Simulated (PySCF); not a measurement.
Spin-rotation constants: SMILES c1c[cH+]1, [C3H3]+, charge +1

Geometry:
```
atom   x (Å)   y (Å)   z (Å)
  C1  -0.397  -0.679  -0.012
  C2  -0.389   0.685   0.005
  C3   0.788  -0.004   0.010
  H4  -0.949  -1.623  -0.030
  H5  -0.931   1.635   0.010
  H6   1.882  -0.011   0.022
```

Total charge +1.

The calculation used GIAO B3LYP/Sadlej pVTZ magnetisability, rotational g tensor and spin-rotation constants, non-relativistic, gas phase (PySCF 2.14.0). Geometry: PBE0-D3(BJ)/def2-SVP.

For an ion the centre-of-mass motion in the field is neglected.

Question: Give the nuclear spin-rotation constants along the inertial axes (H = +C I·J) beside the isotropic shieldings.

Answer: Rotational constants 30.6054, 30.6048, 15.3026 GHz. A star marks the isotopologue with that one atom substituted, in its own axes.
| atom | isotope | Caa (kHz) | Cbb (kHz) | Ccc (kHz) | mean (kHz) | σ (ppm) |
| --- | --- | --- | --- | --- | --- | --- |
| H4 | 1H | 0.015 | 0.015 | -1.983 | -0.651 | 20.7 |
| H5 | 1H | 0.015 | 0.015 | -1.983 | -0.651 | 20.7 |
| H6 | 1H | 0.015 | 0.015 | -1.983 | -0.651 | 20.7 |
| C1 | 13C* | 15.732 | 15.533 | 0.476 | 10.580 | 22.4 |

Where two moments of inertia are equal or nearly so, the constants along those axes are given as their average.
For the geometry as given, no vibrational averaging.
